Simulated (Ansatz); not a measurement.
Two isomers of C3H7NO: A = `C/C=C(\N)O`, B = `CCNC=O`.

Isolated molecules relaxed with PBE0-D4/def2-TZVP in Ansatz; ΔE leaves out vibrations. CCSD(T)/CBS adds triple-zeta CCSD(T) − MP2 to the extrapolated MP2 energy (def2 sets, frozen cores). Functionals use def2-TZVPP. B3LYP here is the variant with VWN-RPA as its local correlation; programs differ in this. Each species was taken in one conformer, which may not be the lowest.

A:

```xyz
12

C     0.236    1.544    0.612
C     0.842    0.272    0.124
C     0.165   -0.785   -0.324
N    -1.212   -0.993   -0.260
O     0.819   -1.835   -0.893
H     0.766    2.411    0.207
H    -0.811    1.647    0.314
H     0.274    1.635    1.704
H     1.922    0.181    0.127
H    -1.626   -1.187   -1.163
H    -1.710   -0.253    0.211
H     0.335   -2.636   -0.661
```

B:

Z-matrix (Å, degrees):
```
C
C 1 1.518
H 1 1.093 2 111.3
H 1 1.093 2 110.5 3 120.0
H 1 1.091 2 110.3 3 -120.4
N 2 1.447 1 113.1 3 60.1
H 2 1.093 1 110.8 3 -61.6
H 2 1.091 1 110.1 3 179.5
C 6 1.350 2 122.5 1 90.4
H 6 1.006 2 119.3 1 -82.3
O 9 1.210 6 125.1 2 3.0
H 9 1.107 6 112.3 2 -177.7
```

Task: Which is lower in electronic energy at CCSD(T)/CBS, and by how much? (Best estimate.)

Result: Ansatz gave: B, by 14.9 kcal/mol.

Task: Give E(B) − E(A) in kcal/mol with PBE0-D4, HF/def2-TZVPP, B2PLYP, PBE-D4, B3LYP, B3LYP-D4, CCSD(T)/def2-TZVPP. (Estimate.)

Result: Computed: PBE0-D4 -15.7, HF/def2-TZVPP -18.9, B2PLYP -17.2, PBE-D4 -16.3, B3LYP -16.9, B3LYP-D4 -16.8, CCSD(T)/def2-TZVPP -15.8. None reverses the order clearly.

Largest T1 diagnostic: 0.014.

In def2-TZVPP, CCSD(T) changes the Hartree–Fock value by +3.1 kcal/mol (the triples alone add −0.0 kcal/mol) and MP2 by +2.7 kcal/mol.
